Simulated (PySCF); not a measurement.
Species: acetyl chloride, C₂H₃ClO.
Bonds: C1–C2, C2–O3 (double), C2–Cl4. Hydrogens: H5, H6, H7 on C1.

Computed by this run: PySCF, PBE0-D3(BJ)/def2-SVP geometry optimisation, gas phase; density fitting, grid level 1; the optimiser is geomeTRIC in internal coordinates, started from a GFN2-xTB structure with every atom displaced at random (about 0.01 Å).

Step 0: E = -16677.0032 eV
```
atom  x, y, z in Å  |  force x, y, z in eV/Å
C1     -0.6603   -0.0899    0.0699   -1.063   1.562  -0.396
C2      0.7410    0.3015   -0.1183    0.909  -0.077  -0.032
O3      1.1966    1.3696   -0.3275   -0.122   0.305  -0.043
Cl4     1.8412   -1.1120    0.0029    0.047  -0.184   0.028
H5     -1.3047    0.8174   -0.0310    0.377  -0.445   0.076
H6     -0.8204   -0.5184    1.0404   -0.028  -0.517   0.825
H7     -0.9594   -0.7973   -0.6863   -0.120  -0.646  -0.458
```

Q: Estimate the geometry and energy of step 1. (The exact step hangs on the optimiser's Hessian estimate; all steps are aligned on step 0, rigid shifts and turns removed.)

A: E = -16677.0520 eV, largest force 0.203 eV/Å
```
atom  x, y, z in Å  |  force x, y, z in eV/Å
C1     -0.6785   -0.0712    0.0623    0.091  -0.166   0.075
C2      0.7593    0.3027   -0.1216   -0.160   0.091  -0.004
O3      1.1928    1.3822   -0.3328    0.069  -0.040   0.002
Cl4     1.8413   -1.1179    0.0121    0.040  -0.034   0.005
H5     -1.2967    0.8263   -0.0252   -0.079   0.105  -0.019
H6     -0.8172   -0.5368    1.0523    0.025   0.023  -0.105
H7     -0.9670   -0.8144   -0.6970    0.015   0.021   0.046
```

The energy changes by -0.0488 eV. The first-order estimate −F·Δx gives -0.1095 eV and the mean of the old and new forces, exact on a quadratic surface, -0.0493 eV. The step makes an angle of 32° with the force vector and moves no atom by more than 0.027 Å.

The cost below is that of the whole optimisation. Hardware: one thread of an Arm Neoverse V1 (shared host). Cost: 7.4 s of wall time, 0.32 GiB resident at most.
